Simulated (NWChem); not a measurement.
System: AlCl3; SMILES [Cl][Al]([Cl])[Cl]

Here is an NWChem input.

```
start job
memory heap 200 mb stack 900 mb global 1100 mb
geometry units angstroms noautosym nocenter noautoz
  Al     0.000000     0.000000     0.002265
  Cl    -2.028827     0.454059    -0.000149
  Cl     1.407640     1.529986    -0.000149
  Cl     0.621187    -1.984045    -0.000149
end
basis spherical
  Al library def2-tzvpd
  Cl library def2-tzvpd
end
dft
  xc xpbe96 cpbe96
  iterations 150
  semidirect filesize 400000000
  vectors input atomic output neutral.movecs
end
task dft energy
charge 1
dft
  odft
  mult 2
  vectors input atomic output cation.movecs
end
task dft energy
```

Structure relaxed at the PBE0/def2-SVP level.

Ions are spin-unrestricted doublets at the neutral geometry; other ion states weren't tried.

Problem. What results follow from this input? (PBE/def2-TZVPD, vertical spin-unrestricted ions.) Quantities: basis functions; vertical ionisation energy, ΔSCF (eV); −ε(HOMO) (eV).

Solution. 
```yaml
number_of_basis_functions: 181
vertical ionisation energy, ΔSCF (eV): 10.87
"−ε(HOMO) (eV)": 8.02
```
